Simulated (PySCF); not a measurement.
Ligands exchanged one at a time, Si Cl-H. Gas-phase values, no solvent. Strings in code marks are SMILES.

The LUMO from two functionals at the same geometries (CAM-B3LYP-D3(BJ)/def2-TZVP), both in PySCF: PBE-D3(BJ)/def2-TZVP and CAM-B3LYP-D3(BJ)/def2-TZVP. 

```tsv
species	PBE-D3(BJ)/def2-TZVP (eV)
0 of 4 Cl replaced by H (`Cl[Si](Cl)(Cl)Cl`)	-1.59
2 of 4 Cl replaced by H (`Cl[SiH2]Cl`)	-0.89
3 of 4 Cl replaced by H (`[SiH3]Cl`)	-0.97
4 of 4 Cl replaced by H (`[SiH4]`)	0.26
```

Problem. What does CAM-B3LYP-D3(BJ)/def2-TZVP give for each?

Solution. 
- 0 of 4 Cl replaced by H (`Cl[Si](Cl)(Cl)Cl`): 0.57
- 2 of 4 Cl replaced by H (`Cl[SiH2]Cl`): 1.13
- 3 of 4 Cl replaced by H (`[SiH3]Cl`): 0.93
- 4 of 4 Cl replaced by H (`[SiH4]`): 2.05
Over these rows, drawn at random from the members with no instability flagged (it was tested for open shells, ions and some series alone), PBE minus CAM-B3LYP-D3(BJ): mean -1.97 eV, from -2.16 eV to -1.79 eV.
